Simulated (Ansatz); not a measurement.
## triplet S2: levels of theory in one basis

```xyz
2

S     0.0000    0.0000    0.0000
S     0.0000    0.0000    2.2000
```

Basis set: def2-SVP (spherical functions). Correlated methods keep 10 orbitals frozen. Correlation on ROHF uses semicanonical orbitals with singles. Charge 0, multiplicity 3.

Computed with Ansatz (development build ahead of 0.2.0); each method stands on the lowest determinant of its kind that the runs found.

| method | E − E(ROHF) (eV) | <S²> of the determinant |
| --- | --- | --- |
| ROHF | 0.00 | 2.00 |
| UHF | -0.21 | 2.02 |
| ROHF-MP2 | -6.08 | – |
| UHF-MP2 | -6.03 | 2.02 |

Is a single determinant a sound starting point here?

Only with care. Unrestricted orbitals gain 0.21 eV and <S²> is 2.02 against 2.00 for a pure state, but bonds are stretched.

Caution for ROHF-MP2, UHF-MP2: bonds are stretched, where a single reference can fail.
